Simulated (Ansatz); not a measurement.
`CCCCOC`, charge 0, multiplicity 1.

(1) Give a relaxed structure at PBE0-D4/def2-TZVP (Ansatz). (Best estimate.)

Answers

(1) The calculation gave: 
Z-matrix (Å, degrees):
```
C
C 1 1.519
H 1 1.093 2 111.1
H 1 1.092 2 111.6 3 -120.2
H 1 1.093 2 111.1 3 119.5
C 2 1.520 1 112.7 3 -59.8
H 2 1.096 1 109.5 3 178.2
H 2 1.096 1 109.5 3 62.2
C 6 1.509 2 112.6 1 179.9
H 6 1.095 2 110.0 1 58.5
H 6 1.095 2 110.0 1 -58.6
O 9 1.404 6 109.3 2 179.9
H 9 1.103 6 110.3 2 58.8
H 9 1.103 6 110.3 2 -59.0
C 12 1.398 9 112.5 6 179.9
H 15 1.090 12 107.7 9 180.0
H 15 1.100 12 111.6 9 60.5
H 15 1.100 12 111.6 9 -60.6
```
Point group Cs.
This is one stationary point; other conformers may exist.
